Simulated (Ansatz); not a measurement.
## CF₂, triplet: the ladder up to UCCSDT(Q)

Geometry: displaced at random from a stationary point.

```xyz
3

C     0.0962   -0.4950   -0.0057
F    -0.0687    0.1727   -1.1245
F     0.0079    0.1402    1.1281
```

Basis cc-pVDZ; Ansatz 0.2.0. Only valence electrons are correlated (noble-gas cores frozen), which leaves 18 electrons in 39 orbitals. R marks a restricted (for open shells ROHF) determinant, U an unrestricted one. Active spaces: valence = (14e, 10o, short of the full valence) chosen from the atoms' valence shells.

Full CI isn't at hand for all of this; UCCSDT(Q) serves as the reference, and is uncertain by about the last step of the cluster series. The frozen core follows each run's orbitals, which can shift R against U totals by a few meV.

For open shells CISD is restricted-active-space CI with the open shells as a complete middle space.

- UHF ⟨S²⟩: 2.007
- T1 diagnostic (RCCSD): 0.0208
- largest doubles amplitude (RCCSD): 0.023
- T1 diagnostic (UCCSD): 0.0175

| level | E − E(UCCSDT(Q)) (kcal/mol) | share of correlation (%) | wall time |
| --- | --- | --- | --- |
| RHF | 300.59 | 0.00 | – |
| UHF | 298.20 | 0.79 | – |
| RMP2 | 14.71 | 95.11 | – |
| UMP2 | 14.60 | 95.14 | – |
| CISD | 29.94 | 90.04 | 11 s |
| RCCSD | 6.78 | 97.75 | – |
| UCCSD | 6.75 | 97.76 | – |
| RCCSD(T) | 1.08 | 99.64 | 4.2 s |
| UCCSD(T) | 1.08 | 99.64 | 3.8 s |
| BCCD(T) | 0.94 | 99.69 | 1.2 s |
| RCCSDT | 0.63 | 99.79 | – |
| UCCSDT | 0.62 | 99.79 | – |
| RCCSDT(Q) | 0.10 | 99.97 | 63 s |
| CASSCF (valence space) | 256.10 | 14.80 | – |
| NEVPT2 (valence space) | 26.62 | 91.14 | 2 s |
| MRCISD (valence space) | 20.69 | 93.12 | – |
| MRCISD+Q (valence space) | 3.34 | 98.89 | 5.5 s |
| MRCISD+Q(relaxed) (valence space) | 2.06 | 99.31 | 7 s |

The correlation energy at UCCSDT(Q), counted from RHF, is -13.035 eV. That run took 49 s on 1 thread of Arm Neoverse V2, shared host.

Times hold each run's SCF and search for its determinant on a shared host, so for small cases they say little of a method's own cost; they ran on 1 thread of Arm Neoverse V2.

Natural occupations of CASSCF (valence space) about the gap: 1.995 1.981 1.974 1.007 1.005 0.030 0.022; effectively unpaired electrons, Σ n²(2−n)², 2.01.
